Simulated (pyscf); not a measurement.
Structures and frequencies: ωB97X-D3(BJ)/def2-SVP in PySCF.

### Question
H₃C–O–SiH•–OH (SMILES CO[SiH]O) + H₂ (SMILES [H][H]) → H₃C–O–SiH₂• (SMILES CO[SiH2]) + H₂O (SMILES O)
Surface: doublet. Broken: O–Si, H–H. Formed: H–Si, H–O. Give ΔE‡ and ΔE from ωB97M-D3(BJ)/def2-TZVP, relative to the separated reactants.

### Answer
ΔE‡ = 50.4 kcal/mol, ΔE = +19.6 kcal/mol. Zero-point energy shifts the barrier by +2.7 kcal/mol. It is a four-centre exchange, with an imaginary mode of 1400i cm⁻¹. On the product side the descent ends in a complex, 4.1 kcal/mol under the separated species and 36.0 kcal/mol under the saddle at ωB97X-D3(BJ)/def2-TZVP. At the saddle there is also a short H–Si contact that neither side keeps. The same reactants have a lower exit, to CH₃• + O=SiH–OH + H₂ (no saddle counted: cutting one bond, which may have a small barrier of its own, costs +25.6 kcal/mol at ωB97M-D3(BJ), against +50.4 kcal/mol here). H₃C–O–SiH•–OH lies 24.7 kcal/mol over its isomer H₃C–Si•(OH)–OH, and others may lie lower still (electronic energy, ωB97M-D3(BJ)). One saddle was located; it need not be the lowest between these sides.
